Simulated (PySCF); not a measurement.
PySCF input:

```python
from pyscf import gto, scf, dft

mol = gto.M(
    atom='''
    C     1.17148061   -0.30103000   -0.02185938
    C     0.00707414    0.65997832   -0.12802736
    N    -1.27918118   -0.05648449    0.03431982
    H     2.13081144    0.22925184    0.07838298
    H     1.10795195   -1.02382691    0.85462919
    H     1.26619138   -0.95524367   -0.90428970
    H     0.08038441    1.35802371    0.72559417
    H    -1.20429109   -0.82735961    0.73657031
    H    -1.49810838   -0.53914382   -0.83180536
    ''',
    basis='def2-tzvpd',
    charge=-1,
    spin=0,
    verbose=4,
)

mf = dft.RKS(mol, xc='tpssh').density_fit(auxbasis='def2-universal-jkfit')
mf.grids.level = 3
mf.conv_tol = 1e-9
mf.max_cycle = 100
mf.max_memory = 1500
mf.kernel()
if not mf.converged:
    mf = mf.newton()
    mf.kernel(mf.make_rdm1())
mf.analyze()
```

### Question
What final total energy does it print?

### Answer
-134.55511 Eh (TPSSh/def2-TZVPD).

It need not be the lowest isomer of its formula. Whether it binds its extra electron was not tested at this geometry.
